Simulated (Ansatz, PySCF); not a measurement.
C3H7Cl, SMILES CCCCl.

Coordinates come from a PBE0-D3(BJ)/def2-SVP optimisation. The values are those of a single conformer.

Vertical ionisation energy (IE) and electron affinity (EA) in eV. Rows of orbital energies are one-electron estimates. Where ΔSCF, EOM or ADC give a negative EA the extra electron is unbound and the value depends on the basis.

```
level                                                                        IE     EA
------------------------------------------------------------------------  -----  -----
−ε(HOMO), −ε(LUMO), CAM-B3LYP/def2-TZVP (PySCF)                            9.68  -1.84
−ε(HOMO), −ε(LUMO), PBE/def2-TZVP (PySCF)                                  6.85   0.14
ΔSCF, CAM-B3LYP/def2-SVPD (Ansatz), final states of multiplicity 2 and 2  10.97  -1.94
ΔSCF, PBE/def2-SVPD (Ansatz), final states of multiplicity 2 and 2        10.43  -1.66
```

### Question
What vertical singlet–triplet gap does ΔSCF give with CAM-B3LYP/def2-SVPD (Ansatz, a program for electronic structure) and with PBE/def2-SVPD (Ansatz)? (The exact figures need the calculation; the answer reports its results.)

### Answer
6.88 and 6.50 eV (triplet above singlet where positive).
